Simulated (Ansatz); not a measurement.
## Ansatz (development build ahead of 0.2.0) run

```yaml
crystal:
  periodic: [false, false, false]
  atoms:
    - { symbol: S, position_ang: [0.0948, -0.00834, 0.14177] }
    - { symbol: O, position_ang: [1.09226, -0.81241, -0.06238] }
    - { symbol: O, position_ang: [-0.30691, 0.73116, 1.12922] }
    - { symbol: O, position_ang: [-0.91653, 0.10128, -1.18775] }
basis:
  gaussian: { orbitals: def2-SVP }
total_charge: 1
magnetization:
  spin_polarized: true
  initial_magnetization: 1
hamiltonian:
  xc: hf
correlation:
  method: mp2
  frozen_orbitals: { O: 1, S: 5 }
output:
  forces: true
```

The input is written out in the form of the current development build from the run's settings.

Results

```
Converged                       : yes
Reference energy                : -621.20229 hartree
Correlation energy              : -0.63678 hartree
Total energy                    : -621.83908 hartree
Spin squared of the determinant : 0.763
Stability test                  : minimum
```

Forces (eV/Å):
```csv
atom,Fx,Fy,Fz
S1,-7.841,0.856,-10.294
O2,11.065,-9.098,-2.652
O3,-4.810,8.413,10.862
O4,1.586,-0.172,2.085
```

Caution: MP2 forces lie far from those of the mean fields.
